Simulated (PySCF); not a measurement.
C5H5N, SMILES c1ccncc1. Atoms are numbered in the order given.

```xyz
11

C      0.0000     0.0000     1.3848
C      0.0000    -1.1985     0.6718
C      0.0000    -1.1410    -0.7240
N      0.0000     0.0000    -1.4146
C      0.0000     1.1410    -0.7240
C      0.0000     1.1985     0.6718
H      0.0000     0.0000     2.4789
H      0.0000    -2.1642     1.1839
H      0.0000    -2.0667    -1.3130
H      0.0000     2.0667    -1.3130
H      0.0000     2.1642     1.1839
```
Charge 0, spin multiplicity 1.

Coordinates come from a ωB97X-D3(BJ)/def2-SVP optimisation.

The numbers are results of PBE0/def2-TZVP (PySCF), not measurements.

Computed frontier levels, gap, dipole moment and polarisability:
```json
{
  "highest_occupied_level": "-7.41 eV",
  "lowest_empty_level": "-0.85 eV",
  "orbital_gap": "6.56 eV",
  "dipole_moment": "2.21 D",
  "quadrupole, principal values (traceless, Buckingham form, about the centre of nuclear charge)": "-5.34, -2.50, 7.84 D·Å",
  "mean_static_polarisability": "60.2 bohr³ (8.92 Å³)",
  "polarisability_principal_values": "35.7, 69.7, 75.2 bohr³"
}
```
